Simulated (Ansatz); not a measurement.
The input, for Ansatz 0.2.0:

```yaml
crystal:
  periodic: [false, false, false]
  atoms:
    - {symbol: C, position_ang: [0.084376, 0.005225, -1.457502]}
    - {symbol: C, position_ang: [-0.080498, 0.013599, -0.212209]}
    - {symbol: Ge, position_ang: [-0.003878, -0.018825, 1.669711]}
basis:
  gaussian: {orbitals: cc-pVDZ}
magnetization: {spin_polarized: true, initial_magnetization: 2}
hamiltonian: {xc: {name: B97M-V}}
```

```sh
$ ansatz run in.yaml --threads 1 --pin off --events-out ev --progress --plain --max-ram 2393MiB
```

The program prints:

```
  # Of w^i u^j: cxij and so on, Table III.
  gx(w, u) = cx00 + cx01*u + cx02*u^2 + (cx10 + cx11*u)*w
  gss(w, u) = css00 + css02*u^2 + css10*w + (css32*w^3 + css42*w^4)*u^2
  gos(w, u) = cos00 + cos01*u + cos03*u^3 + cos10*w + cos32*w^3*u^2
      + integral(e_c_pw_mod_opposite_spin*gos(b97_w_opposite, b97_u_opposite)) + vv10(b, c)
735 factors; their error is unknown
mean field evaluation 1: about -58557.6133 eV, gradient 4.6e1 eV
mean field evaluation 2: about -58368.2460 eV, gradient 1.2e2 eV
mean field evaluation 4: about -58574.2815 eV, gradient 4.7e0 eV
mean field evaluation 8: about -58574.4871 eV, gradient 2.2e-1 eV
mean field evaluation 16: about -58574.4769 eV, gradient 1.8e-3 eV
mean field evaluation 32: about -58572.3813 eV, gradient 1.4e1 eV
mean field evaluation 64: about -58574.4663 eV, gradient 2.3e-1 eV
mean field evaluation 96: about -58574.4061 eV, gradient 8.1e-1 eV
mean field evaluation 128: about -58573.8830 eV, gradient 9.6e-1 eV
mean field -58574.47687705 eV, -2152.5723220253 hartree, gradient 6.3e-6 eV, S^2 2.042247; 16 other end points of the search recorded, 0 dependent functions left out
reference -58574.47691504 eV, -2152.5723234214 hartree; 23, 21 occupied and 32, 34 virtual orbitals, 735 factors
Total energy: -58574.47691504 eV, -2152.5723234214 hartree
```

Ran on 1 thread of Arm Neoverse V1, shared host: 86 s wall, 0.21 GiB peak host memory.
